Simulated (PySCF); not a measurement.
Structure with atom numbers: `[OH:1][F:2]`; H(Xn) means a hydrogen on atom n.

Geometry: PBE0-D3(BJ)/def2-TZVP; GIAO shifts from PySCF 2.14.0 with density-fitted response routines, gas phase, non-relativistic, averaged over equivalent atoms.

At B97-2/pcSseg-2 (86 basis functions, 0.83 s wall time on 1 thread of an Intel Xeon 6975P-C, shared host):
```json
{"atoms": "O1", "δ (ppm)": "409.4"}
{"atoms": "F2", "δ (ppm)": "-32.9"}
{"atoms": "H(O1)", "δ (ppm)": "10.91"}
```

Referencing at the same level of theory: ¹⁷O (σref 327.66) vs H2O; ¹⁹F (σref 175.98) vs CFCl3; ¹H (σref 31.64) against TMS.

What do these become at wB97X-D/pcSseg-2?

Results:


```
atoms  δ at wB97X-D/pcSseg-2  change
   O1                  412.1    +2.7
   F2                  -29.0    +3.9
H(O1)                  10.99   +0.08
```

Shifts are taken against calculated references (same method and geometry level): ¹⁷O (σref 328.24) vs H2O; CFCl3 for ¹⁹F (σref 184.95); TMS for ¹H (σref 31.63).

The largest change is at F2 (fluorine bonded to O). Cost: 86 basis functions, 0.98 s wall time on 1 thread of an Intel Xeon 6975P-C, shared host.

Unscaled 19F shifts against computed CFCl3 carry errors that often reach 10 to 50 ppm. Unscaled 17O shifts of doubly bonded oxygen tend to come out too high, by tens of ppm or more. Experimental scales use liquid or dissolved standards, which lie at an offset from isolated H2O (liquid H2O: subtract about 36 ppm).
